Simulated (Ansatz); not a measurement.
A made-up structure of C$_{2}$H$_{5}$Si (charge -1), closed shell:

```
8
angstrom
C -0.7936 -0.3419 -1.2121
C -0.2478 0.5570 -0.3802
Si 0.4240 -0.3363 0.6480
H -1.1868 0.2506 -1.8122
H -0.1789 1.7271 -0.2758
H 1.0445 0.6756 1.5759
H 1.5402 -1.2752 0.0218
H -0.6016 -1.2569 1.4346
```

It is relaxed with PBE-D4/def2-SVPD and then PBE0-D4/def2-TZVPD (Ansatz 0.2.0). Atoms count as bonded within 1.22 times the sum of their covalent radii (H–H: 0.88 Å). The end point is not checked to be a true minimum.

(1) Does its bonding change? (A judgement: the text doesn't fix the answer.)

## Answers

(1) Computed: Yes. Formed: none; broken: C1–Si3.

Where it ends: The first stage lowers the energy by 3.52 eV in 8 steps. It ends as C₂H₅Si ([CH][CH][SiH3]), total charge -1:
C1  (-0.944, -0.195, -1.430)
C2  (-0.326, 0.574, -0.501)
Si3  (0.528, -0.392, 0.806)
H4  (-1.445, 0.437, -2.200)
H5  (-0.296, 1.681, -0.470)
H6  (1.219, 0.474, 1.849)
H7  (1.625, -1.296, 0.321)
H8  (-0.361, -1.283, 1.626)
(Å)

Labels in which every atom is bracketed show which atoms are joined, not bond orders.

For scale, one of the runs: PBE0-D4/def2-TZVPD relaxation, 162 basis functions, launched by `ansatz run in.yaml --threads 2 --pin off --events-out ev --progress --plain --max-ram 4352MiB`. Hardware: 2 CPU threads of an Arm Neoverse V1, shared host. Wall time about 25 s.
